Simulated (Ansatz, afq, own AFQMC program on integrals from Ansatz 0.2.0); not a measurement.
AFQMC on a folder of integrals that Ansatz 0.2.0 wrote.

```yaml
crystal:
  periodic: [false, false, false]
  atoms:
    - {symbol: H, position_ang: [0.000000, 0.000000, -1.298333]}
    - {symbol: H, position_ang: [0.000000, 0.000000, -0.126333]}
    - {symbol: S, position_ang: [0.000000, 0.000000, 1.424667]}
basis:
  gaussian: {orbitals: cc-pVTZ}
magnetization: {spin_polarized: true, initial_magnetization: 2}
correlation: {method: ccsd_t, electrons: outside_noble_gas, hamiltonian_folder: ham}
```

```sh
$ ansatz run in.yaml --threads 1 --pin off --events-out ev --progress --plain --max-ram 16896MiB --backend cuda --devices 0, --max-vram 18GiB
```

afq runs on the folder ham with

```
--method phaseless --trial cisd --walkers 4000 --populations 20 --least-time 60 --time-step 0.005 --steps-per-block 50 --equilibration-blocks 28 --max-blocks 4000 --target-error 0.00017 --factor-cut 1e-05 --start spin_pure --seed 3192 --release-times 0.24,0.51,0.99,1.62,2.4 --release-step 0.03 --release-every 3 --taylor-order 6
```

Times are imaginary, in 1/Eh. The walk had a cap of 189 s. With eight or more populations the least sampling time is a fifth of least-time, and the error comes from their spread.

Output of the walk:

```
orbitals 57  electrons 5 3  factors 339 of 345
reference energy -398.58643961 Eh
CCSD correlation -0.18850249 Eh in 11 cycles, weight of the determinant in the CISD state 0.9006
energy of the start -398.773236 Eh
 block  time / (1/Eh)  mean weight  energy / Eh
     1     0.250  0.9997  -398.773224
     2     0.500  0.9998  -398.775415
     3     0.750  1.0000  -398.777553
     4     1.000  0.9999  -398.778890
     5     1.250  1.0000  -398.780074
    10     2.500  1.0003  -398.782885
    15     3.750  1.0000  -398.783019
    20     5.000  0.9998  -398.783307
    24     6.000  1.0001  -398.781650
    25     6.250  1.0004  -398.782628
    30     7.500  1.0002  -398.782758
    35     8.750  0.9999  -398.783154
    40    10.000  0.9998  -398.782545
    45    11.250  1.0000  -398.782738
    50    12.500  0.9999  -398.782575
    55    13.750  1.0003  -398.783256
    60    15.000  0.9999  -398.782580
    65    16.250  1.0000  -398.783242
    66    16.500  1.0000  -398.783594
    70    17.500  0.9999  -398.783027
    75    18.750  1.0000  -398.782730
    78    19.500  1.0004  -398.782666
error from the spread of 20 populations
released: time / (1/Eh)  energy / Eh  error  mean overlap
  0.24  -398.783010  0.000090  1.0000
  0.51  -398.783136  0.000084  0.9969
  0.99  -398.783331  0.000055  0.9931
  1.62  -398.783450  0.000082  0.9870
  2.40  -398.783459  0.000090  0.9887
energy -398.782770 +/- 0.000093 Eh
(rows thinned)
```

The run passed its tests (sampling time, drift between the halves within three errors, error under three times the target), which doesn't prove that it has relaxed.

Against this walk (error 2.5 meV) on the same determinant: CCSD(T) 18.8 meV higher, CCSDT(Q) 17.0 meV lower. The error is statistical and leaves out the bias of the constraint. Released to 2.40 1/Eh the energy lies 19 ± 4 meV (both errors) below the phaseless value, which shows part or all of the bias of the constraint, and CCSDT(Q) lies 1.7 meV above the released value.

Cautions: constraint bias not in the error; lower spins were not checked; unrestricted determinant slightly spin contaminated (⟨S²⟩ 2.07 against 2.00).

The walk took 77 s on 1 × NVIDIA H100 80GB HBM3 with 2 threads of AMD EPYC 7R13 Processor (Zen 3), on a shared host (the card was shared). The log's last line is the phaseless energy.

CCSDT and higher add their correlation energy to the determinant of the CCSD(T) run, since their own runs factorise the integrals more tightly (a shift of under 2 meV). A walk keeps the symmetry of its determinant, which the program's search chose and which needn't be the lowest solution, so a lower state of the same spin and another symmetry isn't excluded.
